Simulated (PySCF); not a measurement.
Structure problem from calculated spectra and properties.

Formula: C5H7F.

| Property | Result |
| --- | --- |
| Triplet | lowest triplet excitation (Tamm–Dancoff): 4.40 eV [TDA PBE0/def2-SVPD] |
| Couplings | largest of the computed one-bond spin–spin couplings (means over like bonds): 19F–13C -229.1, 13C–1H +173.4, 13C–1H +168.3, 13C–1H +157.3, 13C–1H +137.8, 13C–1H +137.5, 13C–1H +137.2, 13C–1H +135.6 Hz [B3LYP/pcJ-1, spin–dipole term left out for some pairs] |
| UV, first state | lowest singlet excitation: 7.03 eV (176 nm, f = 0.172) [TDDFT PBE0/def2-SVPD] |
| Rotational structure | rotational constants A, B, C: 6.850, 3.311, 2.455 GHz [GFN2-xTB] |
| Dipole | 2.20 D [PBE0/def2-SVPD] |
| XPS | C1s 290.3, C1s 290.5, C1s 290.8, C1s 290.9, C1s 292.8, F1s 691.8 eV [ΔSCF SCAN, pcX-2 on the ionised atom, pcseg-1 elsewhere, spin-free X2C] |
| 13C NMR | chemical shifts (computed TMS as zero) by class: 143.6 (1 C), 139.5 (1 C), 103.0 (1 C), 35.8 (1 C), 33.6 (1 C) ppm [GIAO PBE0/pcSseg-1] |
| NMR, other nuclei | isotropic shieldings of nuclei other than C and H, by class: 362 (1 F) ppm [GIAO PBE0/pcSseg-1] |

Gas-phase values; electronic properties from PySCF, density fitting. Levels stand in brackets. One conformer (not necessarily the lowest) at the GFN2-xTB geometry, without solvent, vibrations or thermal averaging. NMR values are class means; diastereotopic atoms form classes of their own.

Problem. Give a SMILES that accounts for the data.

Solution. Numbering: `[F:1][C@H:2]1[CH:3]=[CH:4][CH2:5][CH2:6]1`. Its formula, C5H7F, gives 2 degrees of unsaturation: 1 ring and 1 π bond in the structure found. 5 carbons fall into 5 classes; from least to most shielded: alkene CH carbon [C4] (143.6 ppm), alkene CH carbon [C3] (139.5 ppm), sp3 C–F carbon [C2] (103.0 ppm), allylic carbon [C5] (35.8 ppm), ring CH2 carbon [C6] (33.6 ppm). The other shieldings belong to: 362 ppm, alkyl fluorine [F1]. The couplings run between: -229.1 Hz, alkyl fluorine [F1] and sp3 C–F carbon [C2]; +173.4 Hz, alkene CH carbon [C3] and its hydrogen; +168.3 Hz, alkene CH carbon [C4] and its hydrogen; +157.3 Hz, sp3 C–F carbon [C2] and its hydrogen; +137.8 Hz, ring CH2 carbon [C6] and its hydrogen; +137.5 Hz, allylic carbon [C5] and its hydrogen; +137.2 Hz, ring CH2 carbon [C6] and its hydrogen; +135.6 Hz, allylic carbon [C5] and its hydrogen. The core levels belong to: C1s 290.3 eV, alkene CH carbon [C3]; C1s 290.5 eV, alkene CH carbon [C4]; C1s 290.8 eV, ring CH2 carbon [C6]; C1s 290.9 eV, allylic carbon [C5]; C1s 292.8 eV, sp3 C–F carbon [C2]; F1s 691.8 eV, alkyl fluorine [F1]. The optimised geometry has point group C1 and is an asymmetric top. Structure: `F[C@H]1C=CCC1`. Computed isomers that give other values at the same levels: `C#CC(C)(C)F` (rotational constant A: 4.808 GHz; this holds for the one conformer computed); `CC1=C[C@]1(C)F` (13C chemical shifts (computed TMS as zero) by class: 145.0 (1 C), 126.5 (1 C), 75.9 (1 C), 23.5 (1 C), 11.8 (1 C) ppm); `C[C@H](F)C1=CC1` (13C chemical shifts (computed TMS as zero) by class: 130.7 (1 C), 114.5 (1 C), 86.9 (1 C), 22.5 (1 C), 9.7 (1 C) ppm). The assignments are read from this structure; whether some other isomer fits the data as well wasn't checked. The mirror image fits equally.
